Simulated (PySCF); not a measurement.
# Level of theory and gas-phase deprotonation enthalpies: ammonium

Structure: `[NH4+]` ([NH4]+). Atom numbers as in the mapped SMILES `[NH4+:1]`.

All levels share the PBE0-D3(BJ)/ma-def2-SVP structures and the PBE0-D3(BJ)/ma-def2-SVP thermal terms; only the single-point energies (PySCF) change. Values are gas-phase deprotonation enthalpies (298 K, kJ/mol).

```
                              level   N1  abs. error    time
                   LDA/ma-def2-TZVP  833        20.1   0.8 s
       M06-2X/ma-def2-TZVP (grid 3)  846         6.8   1.5 s
 ωB97M-D3(BJ)/ma-def2-TZVP (grid 3)  846         6.7   1.2 s
           BLYP-D3(BJ)/ma-def2-TZVP  846         6.4  0.91 s
      CAM-B3LYP-D3(BJ)/ma-def2-TZVP  847         5.8  0.71 s
            PBE0-D3(BJ)/aug-pcseg-1  850         2.8  0.57 s
          M06/ma-def2-TZVP (grid 3)  851         1.9   1.5 s
            PBE-D3(BJ)/ma-def2-TZVP  851         1.7  0.91 s
           BP86-D3(BJ)/ma-def2-TZVP  853         0.1  0.91 s
          B3LYP-D3(BJ)/ma-def2-TZVP  853         0.2  0.65 s
            PBE0-D3(BJ)/aug-cc-pVDZ  855         1.9  0.56 s
              PBE0-D3(BJ)/def2-SVPD  857         4.6  0.54 s
r2SCAN-D3(BJ)/ma-def2-TZVP (grid 3)  858         4.7   1.8 s
                 HSE06/ma-def2-TZVP  858         5.0   1.1 s
             BHandHLYP/ma-def2-TZVP  858         5.1  0.54 s
             PBE0-D3(BJ)/def2-TZVPD  858         5.1  0.73 s
            PBE0-D3(BJ)/ma-def2-SVP  858         5.7  0.45 s
            PBE0-D3(BJ)/aug-cc-pVTZ  859         5.8   1.5 s
        PBE0-D3(BJ)/jun-cc-pV(T+d)Z  859         6.0  0.83 s
            PBE0-D3(BJ)/def2-QZVPPD  859         6.2   2.4 s
          ωB97X-D3(BJ)/ma-def2-TZVP  859         6.6  0.71 s
           PBE0-D3(BJ)/ma-def2-TZVP  859         6.6       –
        PBE0-D3(BJ)/6-311++G(2d,2p)  859         6.7   0.7 s
                PBE0-D3(BJ)/6-31+G*  860         7.0  0.44 s
              PBE0-D3(BJ)/def2-QZVP  860         7.2     2 s
               LC-ωPBE/ma-def2-TZVP  861         8.1   1.1 s
                PBE0-D3(BJ)/pcseg-2  861         8.2  0.86 s
              PBE0-D3(BJ)/6-311+G**  862         9.0   0.5 s
        M06-L/ma-def2-TZVP (grid 3)  862         9.1   1.9 s
                PBE0-D3(BJ)/pcseg-1  862         9.5  0.43 s
              PBE0-D3(BJ)/def2-TZVP  863         9.9  0.53 s
  TPSS-D3(BJ)/ma-def2-TZVP (grid 3)  863        10.2   1.9 s
             PBE0-D3(BJ)/def2-TZVPP  863        10.5  0.78 s
 TPSSh-D3(BJ)/ma-def2-TZVP (grid 3)  865        12.1   1.4 s
                 B97-2/ma-def2-TZVP  866        13.1  0.58 s
             PBE0-D3(BJ)/def2-SV(P)  867        14.4   0.4 s
                PBE0-D3(BJ)/cc-pVTZ  868        15.2  0.85 s
                    HF/ma-def2-TZVP  869        16.3  0.22 s
                  OPBE/ma-def2-TZVP  872        18.7  0.91 s
                 PBE0-D3(BJ)/6-31G*  879        25.9  0.36 s
                PBE0-D3(BJ)/cc-pVDZ  881        27.7   0.4 s
               PBE0-D3(BJ)/def2-SVP  882        29.2  0.43 s
                  PBE0-D3(BJ)/6-31G  907        54.3  0.34 s
                         ATcT 1.112  853
```

Times are wall times for all single points of a level on 1 thread of Arm Neoverse V2, a shared host; the dash marks the run that also made the structures. BLYP, BP86, HSE06, LC-ωPBE, LDA, M06-L, OPBE, PBE, TPSS, r2SCAN ran on a slower path of this set-up, which computes the density-fitting integrals anew in every SCF cycle while the other levels store them. So the times needn't show the usual order of cost, and those levels read slower than they are.

Hartree-Fock leaves out electron correlation, so its deprotonation energies can be off by tens of kJ/mol.

The spread: 74 kJ/mol, from 833 to 907.
